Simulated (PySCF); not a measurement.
# C2Si at CCSD(T)/STO-6G

Aim: the energy change on altering one bond length of C2Si at CCSD(T)/STO-6G, from 2 runs. The job is set up through a Python script.

Program for the calculation: PySCF 2.14.0.

29 further runs of the same task are left out: 10 that didn't finish, 19 set aside as unsound or not needed.

## (1) The system as given

C2Si has 3 atoms, charge 0, and is taken as a singlet. The shape is that of a GFN2-xTB optimisation.

Bond lengths: C1–C2 1.259 Å, C2–Si3 1.781 Å. Angles: C1–C2–Si3 180.0°.

## (2) A single-point energy at CCSD(T)/STO-6G

File job.py:

```python
from pyscf import gto, cc

mol = gto.Mole()
mol.atom = [
    ('C', (-1.111830, 0.737510, -0.522770)),
    ('C', (-0.135170, 0.089220, -0.063600)),
    ('Si', (1.247000, -0.826740, 0.586370)),
]
mol.basis = 'sto-6g'
mol.spin = 0
mol.max_memory = 1860
mol.verbose = 4
mol.build()

calc0 = mol.RHF()
calc0.conv_tol = 1e-10
calc0.kernel()
if not calc0.converged:
    calc0 = calc0.newton().run(calc0.mo_coeff, calc0.mo_occ)

mycc = cc.CCSD(calc0, frozen=7)
mycc.kernel()
e_t = mycc.ccsd_t()
energy = mycc.e_tot + e_t
print('Final energy', energy)
```

On the command line:

```sh
$ OMP_NUM_THREADS=1 python job.py
```

The log of the run:

```text
PySCF version 2.14.0

[INPUT] num. atoms = 3
[INPUT] num. electrons = 26
[INPUT] charge = 0
[INPUT] spin (= nelec alpha-beta = 2S) = 0
[INPUT] symmetry False subgroup None
[INPUT] Mole.unit = angstrom
[INPUT] Symbol           X                Y                Z      unit          X                Y                Z       unit  Magmom
[INPUT]  1 C     -1.111830000000   0.737510000000  -0.522770000000 AA   -2.101054197075   1.393691914128  -0.987892126139 Bohr   0.0
[INPUT]  2 C     -0.135170000000   0.089220000000  -0.063600000000 AA   -0.255434280257   0.168601364834  -0.120186581522 Bohr   0.0
[INPUT]  3 Si     1.247000000000  -0.826740000000   0.586370000000 AA    2.356488477333  -1.562312176223   1.108078707661 Bohr   0.0

nuclear repulsion = 54.7130620891418
number of shells = 11
number of NR pGTOs = 114
number of NR cGTOs = 19
basis = sto-6g
ecp = {}

******** <class 'pyscf.scf.hf.RHF'> ********
method = RHF
initial guess = minao
damping factor = 0
level_shift factor = 0
DIIS = <class 'pyscf.scf.diis.CDIIS'>
diis_start_cycle = 1
diis_space = 8
diis_damp = 0
SCF conv_tol = 1e-10
SCF conv_tol_grad = None
SCF max_cycles = 50
direct_scf = True
direct_scf_tol = 1e-13
Set gradient conv threshold to 1e-05
Initial guess from minao.
init E= -363.21596317097
  HOMO = -0.173538466050003  LUMO = 0.0502210922357139  gap/eV = 6.08881
cycle= 1 E= -363.108516645741  delta_E= 0.107  |g|= 0.377  |ddm|= 2.75
  HOMO = -0.120974611820482  LUMO = 0.109952396063772  gap/eV = 6.28384
cycle= 2 E= -363.130492864308  delta_E= -0.022  |g|= 0.371  |ddm|= 1.29
  HOMO = -0.240288524554768  LUMO = 0.153941209954767  gap/eV = 10.72754
cycle= 3 E= -363.194137395734  delta_E= -0.0636  |g|= 0.0477  |ddm|= 0.585
  HOMO = -0.247458508995092  LUMO = 0.161873690560381  gap/eV = 11.13850
cycle= 4 E= -363.195433963062  delta_E= -0.0013  |g|= 0.0181  |ddm|= 0.159
  HOMO = -0.248885191716816  LUMO = 0.160709905030983  gap/eV = 11.14565
cycle= 5 E= -363.195579014521  delta_E= -0.000145  |g|= 0.00609  |ddm|= 0.0274
  HOMO = -0.246489936693748  LUMO = 0.160017108632948  gap/eV = 11.06162
cycle= 6 E= -363.195595748076  delta_E= -1.67e-05  |g|= 0.00101  |ddm|= 0.0149
  HOMO = -0.24690189252624  LUMO = 0.160274555658769  gap/eV = 11.07984
cycle= 7 E= -363.195596505206  delta_E= -7.57e-07  |g|= 0.000283  |ddm|= 0.0028
  HOMO = -0.246829683788934  LUMO = 0.160230020990276  gap/eV = 11.07666
cycle= 8 E= -363.195596567964  delta_E= -6.28e-08  |g|= 9.53e-05  |ddm|= 0.000862
  HOMO = -0.246795405159045  LUMO = 0.160210254939403  gap/eV = 11.07519
cycle= 9 E= -363.195596574509  delta_E= -6.55e-09  |g|= 5.34e-06  |ddm|= 0.000384
  HOMO = -0.246797963031977  LUMO = 0.160211217142242  gap/eV = 11.07528
cycle= 10 E= -363.195596574528  delta_E= -1.88e-11  |g|= 2.2e-07  |ddm|= 2.06e-05
  HOMO = -0.246797858074692  LUMO = 0.160211176401024  gap/eV = 11.07528
Extra cycle  E= -363.195596574528  delta_E= -2.27e-13  |g|= 1.07e-07  |ddm|= 5.18e-07
converged SCF energy = -363.195596574528

******** <class 'pyscf.cc.ccsd.CCSD'> ********
CC2 = 0
CCSD nocc = 6, nmo = 12
frozen orbitals 7
max_cycle = 50
direct = 0
conv_tol = 1e-07
conv_tol_normt = 1e-05
diis_space = 6
diis_start_cycle = 0
diis_start_energy_diff = 1e+09
Init t2, MP2 energy = -363.373216995747  E_corr(MP2) -0.177620421218898
Init E_corr(CCSD) = -0.177620421218907
cycle = 1  E_corr(CCSD) = -0.168590663232783  dE = 0.00902975799  norm(t1,t2) = 0.0979301
cycle = 2  E_corr(CCSD) = -0.183602516463642  dE = -0.0150118532  norm(t1,t2) = 0.0455591
cycle = 3  E_corr(CCSD) = -0.182062093358869  dE = 0.0015404231  norm(t1,t2) = 0.0294591
cycle = 4  E_corr(CCSD) = -0.183841464372277  dE = -0.00177937101  norm(t1,t2) = 0.00637741
cycle = 5  E_corr(CCSD) = -0.184321490258166  dE = -0.000480025886  norm(t1,t2) = 0.00176047
cycle = 6  E_corr(CCSD) = -0.18429078340967  dE = 3.07068485e-05  norm(t1,t2) = 0.00061913
cycle = 7  E_corr(CCSD) = -0.184283508105415  dE = 7.27530425e-06  norm(t1,t2) = 0.000168222
cycle = 8  E_corr(CCSD) = -0.184288622979698  dE = -5.11487428e-06  norm(t1,t2) = 6.9368e-05
cycle = 9  E_corr(CCSD) = -0.184287833093794  dE = 7.89885904e-07  norm(t1,t2) = 2.05472e-05
cycle = 10  E_corr(CCSD) = -0.184288182760635  dE = -3.49666841e-07  norm(t1,t2) = 1.10408e-05
cycle = 11  E_corr(CCSD) = -0.184288509418451  dE = -3.26657816e-07  norm(t1,t2) = 5.64945e-06
cycle = 12  E_corr(CCSD) = -0.1842884746307  dE = 3.4787751e-08  norm(t1,t2) = 2.51378e-06
CCSD converged
E(CCSD) = -363.3798850491589  E_corr = -0.1842884746307003
CCSD(T) correction = -0.0190482153776303
Final energy -363.3989332645365
```

It took 0.78 s on 1 thread of Arm Neoverse V2, shared host; peak memory 0.12 GiB.

## (3) The distorted shape, same level

File geometry.xyz:

```xyz
3

C     -1.388296     0.920723    -0.652779
C     -0.411636     0.272433    -0.193609
Si     1.247000    -0.826740     0.586370
```

File input.py:

```python
from pyscf import gto, cc

mol = gto.M(
    atom='geometry.xyz',
    spin=0,
    max_memory=1860,
    basis='sto-6g',
    verbose=3,
    charge=0,
)

mf = mol.RHF()
mf.conv_tol = 1e-10
mf.kernel()
if not mf.converged:
    mf = mf.newton().run(mf.mo_coeff, mf.mo_occ)

mycc = cc.CCSD(mf, frozen=7)
mycc.kernel()
e_t = mycc.ccsd_t()
e_tot = mycc.e_tot + e_t
print('E(%s) = %.9f' % ('CCSD(T)', e_tot))
```

On the command line:

```sh
$ OMP_NUM_THREADS=1 python input.py
```

The log of the run:

```text
converged SCF energy = -363.085859464293
E(CCSD) = -363.2965383230331  E_corr = -0.2106788587398991
CCSD(T) correction = -0.0268774634868648
E(CCSD(T)) = -363.323415787
```

Wall time 0.82 s (1 thread of Arm Neoverse V2, shared host); peak memory 0.12 GiB.

## (4) Results

Level: CCSD(T)/STO-6G, 7 core orbitals frozen.

```
                                                          quantity          value
                                         first shape: total energy  -363.39893 Eh
                 first shape: dipole moment (Hartree–Fock density)         5.56 D
                  first shape: HOMO energy (Hartree–Fock orbitals)       -6.72 eV
                  first shape: LUMO energy (Hartree–Fock orbitals)        4.36 eV
                first shape: HOMO–LUMO gap (Hartree–Fock orbitals)       11.08 eV
          first shape: correlation energy (7 core orbitals frozen)     -203.3 mEh
                                       first shape: (T) correction     -19.05 mEh
                                        first shape: T1 diagnostic          0.024
                                     distorted shape: total energy  -363.32342 Eh
             distorted shape: dipole moment (Hartree–Fock density)         8.18 D
              distorted shape: HOMO energy (Hartree–Fock orbitals)       -5.38 eV
              distorted shape: LUMO energy (Hartree–Fock orbitals)        3.37 eV
            distorted shape: HOMO–LUMO gap (Hartree–Fock orbitals)        8.75 eV
      distorted shape: correlation energy (7 core orbitals frozen)     -237.6 mEh
                                   distorted shape: (T) correction     -26.88 mEh
                                    distorted shape: T1 diagnostic          0.047
energy change with the C2–Si3 bond stretched from 1.781 to 2.137 Å       2.055 eV
```

In words: With the C2–Si3 bond stretched from 1.781 to 2.137 Å the energy rises by 2.05 eV (198 kJ/mol). The first shape isn't relaxed at this level, so the change isn't measured from a minimum. The minimal basis adds a large error of its own. The T1 diagnostic (first shape) of 0.024 is above the customary mark for such species, so a single reference may not serve. Mulliken charges (first shape) of the mean-field density run from -0.56 on C2 to +0.64 on Si3; they depend strongly on the basis. The triples (first shape) make up 9.4 % of the correlation energy. The T1 diagnostic (distorted shape) of 0.047 is above the customary mark for such species, so a single reference may not serve. The triples (distorted shape) make up 11.3 % of the correlation energy.
